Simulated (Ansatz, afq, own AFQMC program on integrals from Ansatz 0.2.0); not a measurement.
BH4, doublet: AFQMC among the cluster methods

```xyz
5

H    -1.9849    0.0000    0.0000
H    -1.1719    0.0000    0.0000
B     0.1681    0.0000    0.0000
H     0.6771    0.0000    1.0770
H     0.6771    0.0000   -1.0770
```

Basis cc-pVTZ. Noble-gas cores (and the filled d shells of Ga–Kr and In–Xe) are frozen. AFQMC by an in-house program on the Cholesky factors that Ansatz 0.2.0 writes for its CCSD(T) run. ph-AFQMC/CISD is guided by a CISD state made of CCSD amplitudes; releasing the constraint for a short imaginary time cuts its bias at the price of noise, slowly where states lie close. Uncertainties: one standard error, sampling alone.

Determinant: UHF, the one that the program's search chose, which needn't be the lowest solution. The geometry is a point of a scan.

No full CI on the walks' own integrals is used here; CCSDT(Q) serves as the reference and is uncertain by about the last step of the cluster series.

```
T1 diagnostic                               : 0.0118
weight of the determinant in the CISD state : 0.930
⟨S²⟩ of the determinant                     : 0.769
size of the correlated space                : 7 electrons in 85 orbitals
```

| level | correlation energy (eV) |
| --- | --- |
| MP2 | -3.4065 |
| CCSD | -4.1122 |
| CCSD(T) | -4.1991 |

Question: Estimate where AFQMC with the constraint released lies against CCSD(T) on the same integrals.

Answer: 0.68 ± 0.07 mEh below CCSD(T).

Reference: CCSDT(Q), correlation energy -4.217 eV. The released energy is read at 2.40 1/Eh (meV from the phaseless value at times in 1/Eh: -3.6 ± 1.5 at 0.24, -5.9 ± 1.5 at 0.51, -3.9 ± 1.8 at 0.99, -5.8 ± 1.7 at 1.62, -5.7 ± 1.8 at 2.40).

| level | E − E(reference) (mEh) | share of correlation (%) |
| --- | --- | --- |
| CCSD(T) | 0.67 | 99.57 |
| CCSDT | 0.07 | 99.96 |
| ph-AFQMC/CISD | 0.21 ± 0.07 | 99.87 |
| released AFQMC | -0.01 ± 0.07 | 100.00 |

A walk keeps the symmetry of its determinant, which the program's search chose and which needn't be the lowest solution, so a lower state of the same spin and another symmetry isn't excluded. Released energies are given only where the last usable release times agree within the noise; a slower fall can still hide under it.
